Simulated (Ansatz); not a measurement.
# One shape, several levels: CHFO (formyl fluoride)

Wanted: a comparison of 6 runs (B2PLYP/STO-3G, BLYP/STO-3G, CAM-B3LYP/STO-3G, PBE/STO-3G, UPBE/STO-3G, BCCD(T)/STO-3G) of CHFO (formyl fluoride). 

The results are computed with Ansatz 0.2.0.

73 further runs of the same task are left out: 73 set aside as unsound or not needed.

### 1 The system as given

CHFO has 4 atoms, charge 0, and is taken as a singlet. SMILES: `O=CF`. The H4–C2 distance was set to 1.647 Å, away from the relaxed value. At this shape a bond of the SMILES string is far longer than usual.

Bond lengths: O1–C2 1.171 Å, C2–F3 1.341 Å. Angles: O1–C2–F3 122.3°. A long bond or contact: C2–H4 1.647 Å.

### 2 The energy at B2PLYP/STO-3G (run 1)

Contents of input.yaml:

```yaml
crystal:
  periodic: [false, false, false]
  atoms:
    - {symbol: O, position_ang: [-1.092067, -0.178050, 1.177211]}
    - {symbol: C, position_ang: [-0.252127, -0.300730, 0.370161]}
    - {symbol: F, position_ang: [0.381983, -1.464930, 0.165881]}
    - {symbol: H, position_ang: [0.355050, 0.821510, -0.671560]}
basis:
  gaussian:
    orbitals: STO-3G
magnetization:
  spin_polarized: false
  initial_magnetization: 0
accuracy: high
correlation:
  frozen_orbitals: {C: 1, F: 1, H: 0, O: 1}
total_charge: 0
hamiltonian:
  xc: {name: B2PLYP}
```

On the command line:

```bash
$ ansatz run input.yaml --threads 1 --pin off --max-ram 2610MiB --events-out events.jsonl --progress --plain --runs-dir runs
```

Standard output:

```text
Warning: RAYON_NUM_THREADS=1 ignored (pool sized by the plan → 1); use --threads N
Functional definition: B2PLYP
  name "B2PLYP"
  parameter a = 0.53
  parameter c = 0.27
  exchange = (1 - a)*b88_x + a*exact_x
  correlation = (1 - c)*lyp_c + c*(mp2_os + mp2_ss)
273 factors; integrals over basis functions are off by at most 3.4e-8 eV
mean field evaluation 1: about -5720.9867 eV, gradient 3.3e1 eV
mean field evaluation 2: about -5720.9917 eV, gradient 3.3e1 eV
mean field evaluation 4: about -5724.2443 eV, gradient 4.9e0 eV
mean field evaluation 8: about -5724.3327 eV, gradient 7.1e-2 eV
mean field evaluation 16: about -5724.3328 eV, gradient 3.6e-7 eV
mean field -5724.33276177 eV, -210.3653489029 hartree, gradient 3.4e-8 eV, S^2 0.000000; 0 other end points of the search recorded, 0 dependent functions left out
3 core orbitals not correlated: weight in the atoms' cores, before any rotation towards them, 1.000 or more for the frozen orbitals, at most 0.000 for the correlated occupied ones
reference -5724.33277397 eV, -210.3653493513 hartree; 9, 9 occupied and 4, 4 virtual orbitals, 273 factors
second order -6.07240286 eV of doubles, -0.00000000 eV of singles
Total energy: -5725.97232274 eV, -210.4256016573 hartree
```

Run time: 1.1 s. Hardware: 1 thread of Arm Neoverse V1, shared host; peak memory 0.09 GiB.

### 3 The energy at BLYP/STO-3G (run 2)

Contents of in.yaml:

```yaml
crystal:
  periodic: [false, false, false]
  atoms:
    - {symbol: O, position_ang: [-1.092067, -0.178050, 1.177211]}
    - {symbol: C, position_ang: [-0.252127, -0.300730, 0.370161]}
    - {symbol: F, position_ang: [0.381983, -1.464930, 0.165881]}
    - {symbol: H, position_ang: [0.355050, 0.821510, -0.671560]}
basis:
  gaussian:
    orbitals: STO-3G
hamiltonian:
  xc: {name: BLYP}
accuracy: high
```

On the command line:

```bash
$ ansatz run in.yaml --threads 1 --pin off --max-ram 2610MiB --events-out events.jsonl --progress --plain --runs-dir runs
```

Standard output:

```text
Warning: RAYON_NUM_THREADS=1 ignored (pool sized by the plan → 1); use --threads N
Functional definition: BLYP
  name "BLYP"
  parameter beta = 0.0042
  parameter a = 0.04918
  parameter b = 0.132
  parameter c = 0.2533
  parameter d = 0.349
  exchange = b88_x(beta = beta)
  correlation = lyp_c(a = a, b = b, c = c, d = d)
273 factors; integrals over basis functions are off by at most 3.4e-8 eV
mean field evaluation 1: about -5729.4525 eV, gradient 2.7e1 eV
mean field evaluation 2: about -5712.2883 eV, gradient 8.9e1 eV
mean field evaluation 4: about -5731.7289 eV, gradient 5.0e0 eV
mean field evaluation 8: about -5731.7349 eV, gradient 7.9e-2 eV
mean field evaluation 16: about -5731.7350 eV, gradient 2.7e-7 eV
mean field -5731.73497458 eV, -210.6373752063 hartree, gradient 1.9e-8 eV, S^2 0.000000; 0 other end points of the search recorded, 0 dependent functions left out
reference -5731.73500037 eV, -210.6373761540 hartree; 12, 12 occupied and 4, 4 virtual orbitals, 273 factors
Total energy: -5731.73500037 eV, -210.6373761540 hartree
```

Wall time 0.77 s (1 thread of Arm Neoverse V1, shared host).

Runs 3 to 4 aren't shown in full; the table further down has their settings and results.

### 4 The energy at UPBE/STO-3G (run 5)

Contents of molecule.yaml:

```yaml
crystal:
  periodic: [false, false, false]
  atoms:
    - {symbol: O, position_ang: [-1.092067, -0.178050, 1.177211]}
    - {symbol: C, position_ang: [-0.252127, -0.300730, 0.370161]}
    - {symbol: F, position_ang: [0.381983, -1.464930, 0.165881]}
    - {symbol: H, position_ang: [0.355050, 0.821510, -0.671560]}
basis:
  gaussian:
    orbitals: STO-3G
magnetization:
  spin_polarized: true
  initial_magnetization: 0
hamiltonian:
  xc: pbe
accuracy: high
```

On the command line:

```bash
$ ansatz run molecule.yaml --threads 1 --pin off --max-ram 2610MiB --events-out events.jsonl --progress --plain --runs-dir runs
```

Standard output:

```text
Warning: RAYON_NUM_THREADS=1 ignored (pool sized by the plan → 1); use --threads N
Functional definition: PBE
  name "PBE"
  parameter kappa = 0.804
  parameter beta = 0.06672455060314922
  exchange = pbe_x(kappa = kappa, mu = beta*pi^2/3)
  correlation = pbe_c(beta = beta)
273 factors; integrals over basis functions are off by at most 3.4e-8 eV
mean field evaluation 1: about -5725.6446 eV, gradient 1.9e1 eV
mean field evaluation 2: about -5709.5411 eV, gradient 6.1e1 eV
mean field evaluation 4: about -5727.7495 eV, gradient 3.3e0 eV
mean field evaluation 8: about -5727.7433 eV, gradient 5.5e-2 eV
mean field evaluation 16: about -5727.7433 eV, gradient 1.7e-8 eV
mean field -5727.74329318 eV, -210.4906836203 hartree, gradient 1.9e-8 eV, S^2 0.000000; 0 other end points of the search recorded, 0 dependent functions left out
reference -5727.74329430 eV, -210.4906836619 hartree; 12, 12 occupied and 4, 4 virtual orbitals, 273 factors
Total energy: -5727.74329430 eV, -210.4906836619 hartree
```

Run time: 1.4 s. Hardware: 1 thread of Arm Neoverse V1, shared host; peak memory 0.11 GiB.

### 5 The energy at BCCD(T)/STO-3G (run 6)

Contents of job.yaml:

```yaml
crystal:
  periodic: [false, false, false]
  atoms:
    - {symbol: O, position_ang: [-1.092067, -0.178050, 1.177211]}
    - {symbol: C, position_ang: [-0.252127, -0.300730, 0.370161]}
    - {symbol: F, position_ang: [0.381983, -1.464930, 0.165881]}
    - {symbol: H, position_ang: [0.355050, 0.821510, -0.671560]}
basis:
  gaussian:
    orbitals: STO-3G
accuracy: high
correlation:
  method: bccd_t
  frozen_orbitals: {C: 1, F: 1, H: 0, O: 1}
scf:
  omitted_lower_state_checks: [cluster_reference, increment]
```

On the command line:

```bash
$ ansatz run job.yaml --threads 1 --pin off --max-ram 2610MiB --events-out events.jsonl --progress --plain --runs-dir runs
```

Standard output (excerpt; [...] marks lines left out):

```text
Warning: RAYON_NUM_THREADS=1 ignored (pool sized by the plan → 1); use --threads N
Functional definition: HF
  name "HF"
[...]
273 factors; integrals over basis functions are off by at most 3.4e-8 eV
[...]
mean field -5706.72789965 eV, -209.7183821529 hartree, gradient 1.5e-8 eV, S^2 0.000000; 0 other end points of the search recorded, 0 dependent functions left out; unrestricted orbitals would lower it
3 core orbitals not correlated: weight in the atoms' cores, before any rotation towards them, 1.000 or more for the frozen orbitals, at most 0.000 for the correlated occupied ones
reference -5706.72789965 eV, -209.7183821529 hartree; 9, 9 occupied and 4, 4 virtual orbitals, 273 factors
second order -4.27582520 eV of doubles, -0.00000000 eV of singles
cycle   1  -4.59795528 eV  change   -3.2e-1 eV  update   1.1e-1
[...]
cycle  22  -5.07393460 eV  change  -3.9e-11 eV  update  8.3e-10
perturbative correction -0.32550651 eV, -0.0119621436 hartree
Total energy: -5712.12734075 eV, -209.9168079537 hartree
Checks for a lower state left out: cluster_reference, increment
```

Run time: 0.18 s. Hardware: 1 thread of Arm Neoverse V1, shared host.

### 6 Overview of the runs

```
run             level  frozen core orbitals  energy (Eh)  wall time
  1     B2PLYP/STO-3G                     3  -210.425602      1.1 s
  2       BLYP/STO-3G                     –  -210.637376     0.77 s
  3  CAM-B3LYP/STO-3G                     –  -210.592461     0.95 s
  4        PBE/STO-3G                     –  -210.490684     0.79 s
  5       UPBE/STO-3G                     –  -210.490684      1.4 s
  6    BCCD(T)/STO-3G                     3  -209.916808     0.18 s
```

### 7 Results

| quantity | value |
| --- | --- |
| run 6: total energy | -209.91681 Eh |
| run 6: correlation energy (3 core orbitals frozen) | -198.4 mEh |
| run 6: (T) correction | -11.96 mEh |

What this shows: Totals of different functionals can't be ranked against each other. In run 6 the log says that unrestricted orbitals would lower the reference, so the values rest on an unstable closed-shell determinant (other closed-shell runs at this shape may share the fault). In runs 1, 2, 3, 4, 5, 6 the basis is minimal, so the values are rough. All runs together took 5.2 s, the longest 1.4 s.
